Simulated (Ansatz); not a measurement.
A made-up structure of CH₂AlSi, doublet:

Al1  (-1.155, -0.066, -0.381)
C2  (1.130, 0.105, 0.136)
Si3  (-0.195, -0.229, 1.208)
H4  (-2.384, -0.038, -1.367)
H5  (2.169, 0.191, 0.325)
(Å)

It is relaxed with PBE-D4/def2-SVP and then PBE0-D4/def2-TZVP (Ansatz 0.2.0). Atoms count as bonded within 1.22 times the sum of their covalent radii (H–H: 0.88 Å). The end point is not checked to be a true minimum.

Task: Does its bonding change? (A judgement: the text doesn't fix the answer.)

Result: Computed: No: no bond forms or breaks.

Where it ends: The first stage lowers the energy by 3.48 eV in 8 steps. It ends as CH₂AlSi ([CH]1[AlH][Si]1):
Al1  (-0.991, -0.051, -0.364)
C2  (0.789, 0.042, 0.277)
Si3  (-0.003, -0.306, 1.788)
H4  (-1.980, 0.046, -1.589)
H5  (1.750, 0.232, -0.190)
(Å)

Labels in which every atom is bracketed show which atoms are joined, not bond orders.

For scale, one of the runs: PBE0-D4/def2-TZVP relaxation, 117 basis functions, launched by `ansatz run in.yaml --threads 2 --pin off --events-out ev --progress --plain --max-ram 4352MiB`. Hardware: 2 CPU threads of an Arm Neoverse V1, shared host. Wall time about 17 s.
